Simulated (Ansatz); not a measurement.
# Palladium, fcc under PBE: how the Methfessel-Paxton smearing moves the result

A convergence test of the Methfessel-Paxton smearing width. The geometry was relaxed under PBE beforehand and stays fixed; 7 values are run, from 0.01 to 1.0 eV. Wanted are the values from which on the energy stays within 10 and 1 meV/atom, and the pressure within 0.5 GPa, of the narrowest run. Within the series other settings stay, but some runs also write fields, which adds to their time. Spin polarisation is left out.

Program: Ansatz 0.2.0. Level of theory: DFT PBE, plane waves with PAW, scalar-relativistic. These are calculated values, not measurements.

### Step 1. Starting point

It takes space group Fm-3m (No. 225, cubic). The conventional cell has a = 3.947 Å, b = 3.947 Å, c = 3.947 Å, α = 90.00°, β = 90.00°, γ = 90.00°. Around Pd (site symmetry m-3m) lie 12 Pd at 2.79 Å.

Coordinates:

```
CELL_PARAMETERS angstrom
0.00000 1.97347 1.97347
1.97347 0.00000 1.97347
1.97347 1.97347 0.00000
ATOMIC_POSITIONS crystal
Pd 0.00000 0.00000 0.00000
```

### Step 2. Run at 0.01 eV

The run at 0.01 eV.

input.yaml

```yaml
crystal:
  lattice:
    - [0.0, 1.9734737307, 1.9734737307]
    - [1.9734737307, 0.0, 1.9734737307]
    - [1.9734737307, 1.9734737307, 0.0]
  atoms:
    - { symbol: Pd, position: [0.0, 0.0, 0.0] }
hamiltonian:
  xc: pbe
  pseudopotentials:
    kind: paw
    azcp:
      Pd: "pseudopotentials/Pd.paw.azcp"
basis:
  ecutwfc: 420
  fft_grid_basis: typed
kpoints:
  mp_grid: { grid: [14, 14, 14], shift: [0, 0, 0] }
magnetization:
  spin_polarized: false
scf:
  occupations: { method: methfessel_paxton, width: 0.01 }
  lower_state_search: "off"
output:
  stress: true
```

On the command line:

```bash
> ansatz run input.yaml --threads 1 --pin off --max-ram 3584MiB --backend cpu --events-out ev --progress --plain --runs-dir out
```

### Step 3. Run at 0.03 eV

The run at 0.03 eV.

Changes to input.yaml since step 2:

```diff
@@ -21,3 +21,3 @@
 scf:
-  occupations: { method: methfessel_paxton, width: 0.01 }
+  occupations: { method: methfessel_paxton, width: 0.03 }
   lower_state_search: "off"
@@ -25 +25,5 @@
   stress: true
+  write_density: true
+  write_potential: true
+  elf: true
+  volumetric_format: npy
```

### Step 4. Run at 0.1 eV

The run at 0.1 eV.

Changes to input.yaml since step 3:

```diff
@@ -21,3 +21,3 @@
 scf:
-  occupations: { method: methfessel_paxton, width: 0.03 }
+  occupations: { method: methfessel_paxton, width: 0.1 }
   lower_state_search: "off"
@@ -25,5 +25 @@
   stress: true
-  write_density: true
-  write_potential: true
-  elf: true
-  volumetric_format: npy
```

### Step 5. Run at 0.2 eV

The run at 0.2 eV.

Changes to input.yaml since step 4:

```diff
@@ -21,3 +21,3 @@
 scf:
-  occupations: { method: methfessel_paxton, width: 0.1 }
+  occupations: { method: methfessel_paxton, width: 0.2 }
   lower_state_search: "off"
@@ -25 +25,5 @@
   stress: true
+  write_density: true
+  write_potential: true
+  elf: true
+  volumetric_format: npy
```

### Step 6. Run at 0.3 eV

The run at 0.3 eV.

Changes to input.yaml since step 5:

```diff
@@ -21,3 +21,3 @@
 scf:
-  occupations: { method: methfessel_paxton, width: 0.2 }
+  occupations: { method: methfessel_paxton, width: 0.3 }
   lower_state_search: "off"
@@ -25,5 +25 @@
   stress: true
-  write_density: true
-  write_potential: true
-  elf: true
-  volumetric_format: npy
```

### Step 7. Run at 0.6 eV

The run at 0.6 eV.

Changes to input.yaml since step 6:

```diff
@@ -21,3 +21,3 @@
 scf:
-  occupations: { method: methfessel_paxton, width: 0.3 }
+  occupations: { method: methfessel_paxton, width: 0.6 }
   lower_state_search: "off"
```

### Step 8. Run at 1.0 eV

The run at 1.0 eV.

Changes to input.yaml since step 7:

```diff
@@ -21,3 +21,3 @@
 scf:
-  occupations: { method: methfessel_paxton, width: 0.6 }
+  occupations: { method: methfessel_paxton, width: 1.0 }
   lower_state_search: "off"
@@ -25 +25,5 @@
   stress: true
+  write_density: true
+  write_potential: true
+  elf: true
+  volumetric_format: npy
```

(Steps that only read results are left out.)

Q: Predict the outcome of this session.

**Answer**, as computed:

| quantity | value |
| --- | --- |
| E(σ → 0) stays within 10 meV/atom of 0.01 eV | up to 0.3 eV |
| E(σ → 0) stays within 1 meV/atom | up to 0.1 eV |
| pressure stays within 0.5 GPa | up to 1.0 eV |
| pressure at 0.01 eV | -0.46 GPa |
| energy of a separate run on a finer mesh (22×22×22) | -13.6 meV/atom from 0.01 eV |

At 1.0 eV the energy differs by -47.2 meV/atom and the pressure by -0.3 GPa. Over the range F shifts by -60.2 meV/atom, while E(σ → 0) shifts by -47.2. This scheme cancels the term in the square of the width, so F moves little up to 0.2 eV. The mesh (14×14×14) is fixed, so the narrowest widths carry a k-point error of their own. The yardstick itself is unsettled by 13.6 meV/atom against the finer mesh, so the thresholds above hold only within this series, and wider smearing, which averages over more states, can land nearer the fine-mesh value than the narrowest does. The cell taken over is 4 % larger than the measured one (14.71 Å³/atom, COD).
